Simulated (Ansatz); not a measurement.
A first try at an active-space calculation of FH4PSi, SMILES F[SiH2]P, using Ansatz's Python interface.

`fh4psi_cas.py`:
```python
"""Static correlation in FH4PSi: natural occupations of an active space."""

import ansatz as az

BASIS = "6-31G*"

GEOMETRY = """
F    -2.03390   -0.02890    0.26420
Si   -0.66980   -0.22290   -0.45820
P     0.88040   -0.24860    1.07920
H    -0.60130   -1.50080   -1.19080
H    -0.38730    0.89100   -1.40990
H     0.83130    1.13220    1.44350
H     5.02012   -0.20761    0.56758
"""


def main() -> None:
    mol = az.Crystal.molecule()
    for line in GEOMETRY.strip().splitlines():
        symbol, *xyz = line.split()
        mol = mol.atom(symbol, [float(v) for v in xyz])

    setup = mol.calculation().basis(gaussian=BASIS).correlation(active_electrons=2, active_orbitals=3)
    for method in ["sc_nevpt2"]:
        summary = (setup if method is None else setup.correlation(method)).run().report
        space = summary["configurations"]
        state = space["states"][0]
        print(method or "casscf", f"total {summary['free_energy_ev'] / 27.211386246:.6f} Ha, active-space state {state['energy']['hartree']:.6f} Ha, mean field {summary['reference_energy_ev'] / 27.211386246:.6f} Ha")
        print("  determinants", state["n_determinants"], " natural occupations", [round(n, 3) for n in space["natural_occupations"]])
    print("effectively unpaired electrons, sum of min(n, 2 - n):", round(sum(min(n, 2 - n) for n in space["natural_occupations"]), 3))


if __name__ == "__main__":
    main()
```

```console
$ python fh4psi_cas.py
RunWarning: 1 active orbitals are nearly empty or full. The corrections depend on them more than the energy does, and are more stable in an active space without them
sc_nevpt2 total -731.687817 Ha, active-space state -731.350032 Ha, mean field -731.182794 Ha
  determinants 9  natural occupations [1.065, 0.935, 0.0]
effectively unpaired electrons, sum of min(n, 2 - n): 1.871
```
(Warnings from the package without file and line.)

No error stopped it. What is wrong with the input all the same?

The fault: one atom is pulled far from the rest. The change:

```diff
--- before
+++ after
@@ -13,3 +13,3 @@
 H     0.83130    1.13220    1.44350
-H     5.02012   -0.20761    0.56758
+H     2.04190   -0.09000    0.22640
 """
```

After the fix:

```console
$ python fh4psi_cas.py
sc_nevpt2 total -731.804389 Ha, active-space state -731.471514 Ha, mean field -731.452107 Ha
  determinants 9  natural occupations [1.973, 0.022, 0.005]
effectively unpaired electrons, sum of min(n, 2 - n): 0.054
```

What to keep in mind:
- Total energies depend on the basis set; only differences at equal settings carry meaning.
- The geometry is a force-field or estimated start, not a minimum of this method, and the basis set is short of its limit. The active space starts as a window about the frontier orbitals and is then optimised, not chosen by chemistry.
- Hardware and time: 3.8 s on 1 thread of Arm Neoverse V1, with other jobs on the host, peak memory 0.18 GiB.

(Lines on the test bed's own set-up are left out of the output.)
